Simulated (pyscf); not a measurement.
PySCF, gas phase, ωB97X-D3(BJ)/def2-SVP geometries. Correlated levels are frozen-core, on RHF or UHF. ΔMP2 is the change of the MP2 total energy from the triple- to the quadruple-zeta basis.

Q: What is the homolytic dissociation enthalpy (298 K, CCSD(T)/def2-TZVPP + ΔMP2(QZVPP)) of the C–Sn bond of H₃C–CH₂–SnH₃ (SMILES C[CH2][SnH3]), to •H₂C–CH₃ + SnH₃•?

A: C–Sn to •H₂C–CH₃ + SnH₃•: 2.88 eV. H₃C–CH₂–SnH₃ lies 0.35 eV over its isomer H₃C–SnH₂–CH₃, and others may lie lower still (electronic energy, ωB97M-D3(BJ)). Other isomers of •H₂C–CH₃ were not searched in full and may lie lower. The CCSD(T) − MP2 part came from Ansatz, without density fitting, on the same reference. The frozen core leaves the outer d or s,p core shells of the metals and heavy elements correlated in the MP2 and CC values, and def2-TZVPP describes them poorly, which can shift differences by a few kcal/mol. Elements past Kr carry the def2 core potentials, without spin-orbit coupling.
